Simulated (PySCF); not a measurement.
# AlSiH5 (AlH2(SiH3)) at 6 levels

We compute a comparison of 6 runs (B2PLYP/STO-3G, B3LYP/STO-3G, M06-2X/STO-3G, PBE/STO-3G, r2SCAN/STO-3G, wB97X-V/STO-3G) of AlSiH5 (AlH2(SiH3)). The job is set up through a Python script.

Program for the calculation: PySCF 2.14.0.

## Step 1: The molecule

AlSiH5 has 7 atoms, charge 0, and is taken as a singlet. SMILES: `[H][Al]([H])[SiH3]`. Geometry: a GFN2-xTB relaxation, a rough one for these elements and not checked as a minimum.

Bond lengths: Al1–Si4 2.421 Å, Al1–H2 1.567 Å, Al1–H3 1.566 Å, Si4–H5 1.482 Å, Si4–H6 1.482 Å, Si4–H7 1.482 Å. Angles: Al1–Si4–H5 114.1°, Al1–Si4–H6 113.8°, Al1–Si4–H7 116.0°, H2–Al1–Si4 125.8°, H3–Al1–Si4 126.2°, H5–Si4–H6 104.0°, H5–Si4–H7 103.8°, H6–Si4–H7 103.8°, H2–Al1–H3 107.9°.

## Step 2: A single-point energy at B2PLYP/STO-3G (run 1)

mol.xyz

```xyz
7
AlH5Si
Al     0.688040     1.201700     0.003860
H      2.245410     1.365000     0.056470
H      0.053380     2.633190    -0.016580
Si    -0.517390    -0.897790    -0.016750
H     -1.851430    -0.836410     0.625620
H      0.177610    -1.992690     0.701130
H     -0.795620    -1.472990    -1.353750
```

input.py

```python
# AlH2(SiH3)
from pyscf import gto, dft, mp

system = gto.Mole()
system.atom = 'mol.xyz'
system.verbose = 3
system.charge = 0
system.basis = 'sto-3g'
system.max_memory = 1860
system.build()

mf = dft.RKS(system)
mf.xc = '0.53*HF + 0.47*B88, 0.73*LYP'
mf.conv_tol = 1e-10
mf.grids.level = 5
mf.kernel()
if not mf.converged:
    mf = mf.newton().run(mf.mo_coeff, mf.mo_occ)

pt = mp.MP2(mf, frozen=10).run()
etot = mf.e_tot + 0.27 * pt.e_corr
print('PT2 part  %.8f' % (0.27 * pt.e_corr))
print('E(%s) = %.9f' % ('B2PLYP', etot))
```

Command:

```sh
$ OMP_NUM_THREADS=1 python input.py
```

The log of the run:

```text
converged SCF energy = -528.295224219216
E(RMP2) = -528.387010214447  E_corr = -0.0917859952309916
E(SCS-RMP2) = -528.402722570082  E_corr = -0.107498350865355
PT2 part  -0.02478222
E(B2PLYP) = -528.320006438
```

It took 6 s on 1 thread of Intel Xeon Platinum 8375C at 2.90GHz (Ice Lake), shared host; peak memory 0.22 GiB.

## Step 3: A single-point energy at B3LYP/STO-3G (run 2)

run.py

```python
from pyscf import gto, dft

mol = gto.Mole()
mol.atom = '''
Al       0.688040       1.201700       0.003860
H        2.245410       1.365000       0.056470
H        0.053380       2.633190      -0.016580
Si      -0.517390      -0.897790      -0.016750
H       -1.851430      -0.836410       0.625620
H        0.177610      -1.992690       0.701130
H       -0.795620      -1.472990      -1.353750
'''
mol.spin = 0
mol.max_memory = 1860
mol.verbose = 3
mol.charge = 0
mol.basis = 'sto-3g'
mol.build()

myscf = dft.RKS(mol)
myscf.xc = 'b3lyp'
myscf.grids.level = 5
myscf.conv_tol = 1e-10
myscf.kernel()
if not myscf.converged:
    myscf = myscf.newton().run(myscf.mo_coeff, myscf.mo_occ)

e_tot = myscf.e_tot
print(f'total energy: {e_tot:.8f} hartree')
```

Command:

```sh
$ OMP_NUM_THREADS=1 python run.py
```

The log of the run:

```text
converged SCF energy = -528.631549163034
total energy: -528.63154916 hartree
```

It took 3.9 s on 1 thread of Intel Xeon Platinum 8375C at 2.90GHz (Ice Lake), shared host; peak memory 0.22 GiB.

Run 3 isn't shown in full; the table further down has it.

## Step 4: A single-point energy at PBE/STO-3G (run 4)

run.py

```python
from pyscf import gto, dft

mol = gto.M(
    atom=[
    ('Al', (0.688040, 1.201700, 0.003860)),
    ('H', (2.245410, 1.365000, 0.056470)),
    ('H', (0.053380, 2.633190, -0.016580)),
    ('Si', (-0.517390, -0.897790, -0.016750)),
    ('H', (-1.851430, -0.836410, 0.625620)),
    ('H', (0.177610, -1.992690, 0.701130)),
    ('H', (-0.795620, -1.472990, -1.353750)),
],
    verbose=3,
    basis='sto-3g',
    max_memory=1860,
    spin=0,
)

mf = dft.RKS(mol)
mf.xc = 'pbe'
mf.grids.level = 5
mf.conv_tol = 1e-10
mf.kernel()
if not mf.converged:
    mf = mf.newton().run(mf.mo_coeff, mf.mo_occ)

etot = mf.e_tot
print('E(%s) = %.9f' % ('PBE', etot))
```

Command:

```sh
$ OMP_NUM_THREADS=1 python run.py
```

The log of the run:

```text
converged SCF energy = -528.286014294039
E(PBE) = -528.286014294
```

Wall time 3.6 s (1 thread of Intel Xeon Platinum 8375C at 2.90GHz (Ice Lake), shared host); peak memory 0.22 GiB.

Run 5 isn't shown in full; the table further down has it.

## Step 5: A single-point energy at wB97X-V/STO-3G (run 6)

calc.py

```python
from pyscf import gto, dft

mol = gto.M(
    atom='''
Al     0.688040     1.201700     0.003860
H      2.245410     1.365000     0.056470
H      0.053380     2.633190    -0.016580
Si    -0.517390    -0.897790    -0.016750
H     -1.851430    -0.836410     0.625620
H      0.177610    -1.992690     0.701130
H     -0.795620    -1.472990    -1.353750
''',
    charge=0,
    max_memory=1860,
    basis='sto-3g',
    verbose=3,
)

ks = dft.RKS(mol, xc='wb97x-v')
ks.grids.level = 5
ks.conv_tol = 1e-10
ks.nlcgrids.level = 1
ks.kernel()
if not ks.converged:
    ks = ks.newton().run(ks.mo_coeff, ks.mo_occ)

energy = ks.e_tot
print('Final energy', energy)
```

Command:

```sh
$ OMP_NUM_THREADS=1 python calc.py
```

The log of the run:

```text
converged SCF energy = -528.529229665954
Final energy -528.5292296659544
```

It took 45 s on 1 thread of Intel Xeon Platinum 8375C at 2.90GHz (Ice Lake), shared host; peak memory 0.22 GiB.

## Step 6: All runs side by side

```
run           level  frozen core orbitals  nlc grid  energy (Eh)  dipole moment (D)  HOMO energy (eV)  LUMO energy (eV)  wall time
  1   B2PLYP/STO-3G                    10         –  -528.320006               0.56             -6.29              5.21        6 s
  2    B3LYP/STO-3G                     –         –  -528.631549               0.52             -5.16              3.24      3.9 s
  3   M06-2X/STO-3G                     –         –  -528.623170               0.56             -6.36              4.50      8.7 s
  4      PBE/STO-3G                     –         –  -528.286014               0.47             -4.15              2.42      3.6 s
  5   r2SCAN/STO-3G                     –         –  -528.557384               0.48             -4.46              2.83      5.1 s
  6  wB97X-V/STO-3G                     –         1  -528.529230               0.56             -7.61              6.07       45 s
```

## Step 7: Summary of results

```
            quantity          value
 run 6: total energy  -528.52923 Eh
run 6: dipole moment         0.56 D
  run 6: HOMO energy       -7.61 eV
  run 6: LUMO energy        6.07 eV
run 6: HOMO–LUMO gap       13.68 eV
```

In words: The dipole moment (its size) runs from 0.47 D (PBE/STO-3G) to 0.56 D (B2PLYP/STO-3G). A double hybrid's value is that of its SCF part. The HOMO–LUMO gap runs from 6.57 eV (PBE/STO-3G) to 13.68 eV (wB97X-V/STO-3G). Totals of different functionals can't be ranked against each other. In runs 1, 2, 3, 4, 5, 6 the basis is minimal, so the values are rough. All runs together took 72 s, the longest 45 s.
